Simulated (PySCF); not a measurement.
CH5OSi (charge -1).
Numbering: `[CH3:1][O:2][SiH2-:3]` (hydrogens: H4, H5, H6 on C1; H7, H8 on Si3)

A PySCF run (density fitting, gas phase, GFN2-xTB geometry) gave HOMO 1.57 eV, LUMO 4.75 eV.

Question: Which of these levels was it?
A. PBE/cc-pVTZ
B. PBE0/pcSseg-1
C. OPBE/6-31G*

Answer: A. It is PBE/cc-pVTZ. All candidates on this geometry:

```json
{"level and settings": "PBE/cc-pVTZ", "kind": "GGA", "basis functions": "164", "SCF cycles": "15", "E (Eh)": "-405.5944", "HOMO (eV)": "1.57", "LUMO (eV)": "4.75"}
{"level and settings": "OPBE/6-31G*, grid level 1", "kind": "GGA", "basis functions": "56", "SCF cycles": "10", "E (Eh)": "-405.6942", "HOMO (eV)": "1.88", "LUMO (eV)": "5.74"}
{"level and settings": "PBE0/pcSseg-1", "kind": "global hybrid", "basis functions": "83", "SCF cycles": "12", "E (Eh)": "-405.5503", "HOMO (eV)": "0.70", "LUMO (eV)": "5.83"}
```

The nearest other candidate, by the summed differences of HOMO and LUMO, is OPBE/6-31G*: its HOMO differs by +0.31 eV and its LUMO by +0.99 eV. Cycle counts include a coarse-grid stage where the run had one. All basis functions are spherical, in the Pople sets too. The HOMO energy is positive at OPBE/6-31G*, PBE/cc-pVTZ and PBE0/pcSseg-1; such an orbital is held in place by the finite basis.
